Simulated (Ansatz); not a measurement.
# Zinc-blende HgTe

These are PBE0 (Ansatz, a first-principles code, plane waves, PAW) values and carry that method's errors.

Run with plane-wave cutoff 500 eV, 8×8×8 k mesh, Fermi–Dirac smearing 0.05 eV, scalar-relativistic PAW data made under PBE.

Cell: relaxed with r²SCAN: a = 6.5720 Å, b = 6.5720 Å, c = 6.5720 Å, α = 90.00°, β = 90.00°, γ = 90.00°.

For zinc-blende HgTe, the band gap is 0.31 eV (on the SCF k mesh).

Note: exact exchange on metals is sensitive to the k mesh and can open a false gap; cell and atoms aren't relaxed at this level (pressure -0.3 GPa).

Spin–orbit coupling is not included; with these elements it can move the gap by several tenths of an eV or more.

It cost roughly 6 core-minutes of CPU time.
